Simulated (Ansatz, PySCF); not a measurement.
Process, species as SMILES: FB(F)[SiH3] -> F[B]F + [SiH3] (SiH3) (the B-Si bond breaks)

Wanted: bond dissociation energy (electronic), in kcal/mol. Terms: dispersion terms only where a functional's name holds one; open shells spin-unrestricted; valence correlation only; non-relativistic; no spin-orbit coupling; six Cartesian d functions in 6-31G* and its kin unless marked 5d. CBS marks a two-point X^-3 extrapolation of the correlation energy; Hartree-Fock from the larger set. Ab initio and DFT rows: single points at B3LYP-D3(BJ) geometries (Ansatz, an electronic-structure program).

```tsv
species	coefficient	E at M06-2X/6-31G* (5d) (PySCF), Eh	E at wB97M-V/def2-TZVPD (Ansatz), Eh
FB(F)[SiH3]	-1	-515.79832	-515.95723
F[B]F	+1	-224.48513	-224.61377
[SiH3] (SiH3)	+1	-291.17229	-291.19666
```

Coupled cluster (Ansatz) is a level with limits of its own, used here on species with T1 under 0.025 (0.045 for open shells) and stable references: CCSD(T)/CBS(cc-pV(T+d)Z,cc-pV(Q+d)Z). Value to compare with, CCSD(T)/CBS(cc-pV(T+d)Z,cc-pV(Q+d)Z) (Ansatz): 90.7 kcal/mol. 1 Eh = 627.5095 kcal/mol.

Task: Compute it at each level from the table, and compare with CCSD(T)/CBS(cc-pV(T+d)Z,cc-pV(Q+d)Z) (Ansatz).

Result: 
- M06-2X/6-31G* (5d): the sum of coefficient times E is 0.14090 Eh, or 88.42 kcal/mol. Result: 88.4 kcal/mol. Its difference against CCSD(T)/CBS(cc-pV(T+d)Z,cc-pV(Q+d)Z) (Ansatz) is -2.3 kcal/mol.
- wB97M-V/def2-TZVPD: the sum of coefficient times E is 0.14680 Eh, or 92.12 kcal/mol. Result: 92.1 kcal/mol. Its difference against CCSD(T)/CBS(cc-pV(T+d)Z,cc-pV(Q+d)Z) (Ansatz) is 1.4 kcal/mol.
